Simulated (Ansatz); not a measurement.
Two shapes of singlet BH₃.

Shape 1:

```xyz
4

B    -0.0327   -0.0105    0.0363
H     1.2172    0.0195   -0.0448
H    -0.5711    1.0270   -0.0339
H    -0.6064   -1.0033   -0.0276
```

Shape 2:

```xyz
4

B    -0.0003    0.0101    0.0684
H     1.2085    0.0500   -0.0062
H    -0.5929    1.0002   -0.0700
H    -0.6435   -0.9802   -0.0034
```

Basis set: STO-3G (spherical functions). Frozen core: 1 orbital. Charge 0, multiplicity 1.

Computed with Ansatz (development build ahead of 0.2.0); each method stands on the lowest determinant of its kind that the runs found.

Which shape is lower in energy, and by how much in each method?

```json
{"method": "RHF", "E(2) − E(1) (eV)": "-0.045"}
{"method": "RHF-MP2", "E(2) − E(1) (eV)": "-0.038"}
```

Shape 2 is lower.
